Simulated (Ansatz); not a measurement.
An input meant for Si₃⁻ (charge -1, doublet; scaled by 0.92).

```yaml
crystal:
  periodic: [true, true, true]
  atoms:
    - {symbol: Si, position_ang: [0.794121, 0.007196, 0.631048]}
    - {symbol: Si, position_ang: [-0.323863, 1.309547, -0.422613]}
    - {symbol: Si, position_ang: [-0.470258, -1.316743, -0.208436]}
basis:
  gaussian: {orbitals: cc-pVDZ, final_grid: {core_spheres: 8, valence_spheres: 7, degree: 23}}
total_charge: -1
magnetization: {spin_polarized: true, initial_magnetization: 1}
hamiltonian: {xc: {name: PBEsol}, dispersion: d3bjatm, pseudopotentials: {relativity: scalar}}
accuracy: high
scf: {omitted_lower_state_checks: [starts]}
```

```sh
$ ansatz run in.yaml --threads 2 --pin off --events-out ev --progress --plain --max-ram 4352MiB
```

Output, abridged:

```
Error: YAML parse error: error: line 2 column 3: crystal: missing field `lattice` (a structure is typed as `lattice` and `atoms`, a molecule's as `atoms` in Å alone, or read from a run's directory, `checkpoint`)
 --> <input>:2:3
1 | crystal:
2 |   periodic: [true, true, true]
3 |   atoms:
4 |     - {symbol: Si, position_ang: [0.794121, 0.007196, 0.631048]}
```

Question: What is wrong with this run?

Answer: The species is marked periodic without a cell. The program refused the input.
